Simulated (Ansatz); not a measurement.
## Relative stability

Two relaxed structures of NaSiNH2, singlet (PBE0-D4/def2-TZVP; forces vanish, vibrations not checked).

A:

```
5
angstrom
N -1.2073 0.4506 -0.4587
Si 0.3205 0.2995 0.0857
Na 1.6901 -2.0188 0.7611
H -1.7216 -0.4191 -0.5633
H 0.9184 1.6878 0.1752
```

B:

| atom | x (Å) | y (Å) | z (Å) |
| --- | --- | --- | --- |
| N1 | -1.0631 | 0.4416 | -0.3728 |
| Si2 | 0.5536 | 0.6274 | 0.1835 |
| Na3 | 1.4255 | -2.1288 | 0.6512 |
| H4 | -1.5741 | -0.4156 | -0.5019 |
| H5 | -1.6244 | 1.2457 | -0.6169 |

Ansatz 0.2.0; basis: def2-TZVPP; cores frozen in the correlated methods. The outer core shell of Li, Na, Mg and K is correlated. The def2 sets are not built for correlating such inner shells, so the correlated values are less sure here. B3LYP uses VWN-RPA correlation.

(1) Which structure is lower at CCSD(T), and by how much? (An estimate is asked for; the value comes from the calculation.)

(2) Do the other methods give the same order? (Judge from chemistry; the calculation decides.)

No T1 diagnostic of these runs exceeds 0.018. The restricted Hartree–Fock reference is unstable towards an unrestricted one at one or more of these structures.

## Answers

(1) By the calculation: B, by 0.039 eV (electronic energy, against the other); a gap this small isn't resolved in one triple-zeta basis. By their contacts, A is NaSiNH₂ ([NH][SiH][Na]) and B is NaSiNH₂ ([NH2][Si][Na]).

(2) By the calculation: Not all: r2SCAN-D4, MP2 give the other order.

```
   method  E(B) − E(A) (eV)
   PBE-D4            -0.092
r2SCAN-D4             0.064
  PBE0-D4            -0.132
 B3LYP-D4            -0.121
  wB97M-V            -0.110
       HF            -0.210
      MP2             0.112
     CCSD            -0.095
  CCSD(T)            -0.039
```

Labels in which every atom is bracketed show which atoms are joined, not bond orders.

For scale, one of the runs: CCSD(T)/def2-TZVPP, 133 basis functions, launched by `ansatz run in.yaml --threads 2 --pin off --events-out ev --progress --plain --max-ram 4352MiB`. The run took 14 s on 2 CPU threads of an Arm Neoverse V1 (shared host), with 0.71 GiB of host memory at its peak.
